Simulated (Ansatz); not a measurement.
## α-quartz (SiO2): polycrystal shear modulus by level of theory

No measured value is used here.

Q: Put these levels in order of the polycrystal shear modulus that they give for α-quartz (SiO2), smallest first: HSE06 (Ansatz, a first-principles code), LDA (Ansatz), PBE (Ansatz).

A: LDA (38.3 GPa), PBE (42.3 GPa), HSE06 (44.7 GPa)

Unless a cell is named, each level is at its own relaxed cell (LDA 12.22, PBE 13.38, HSE06 13.07 Å³/atom).

Each level is taken at its own relaxed cell. Ansatz's density-functional and Hartree–Fock values are scalar-relativistic unless marked +SOC, with PAW data made under PBE.
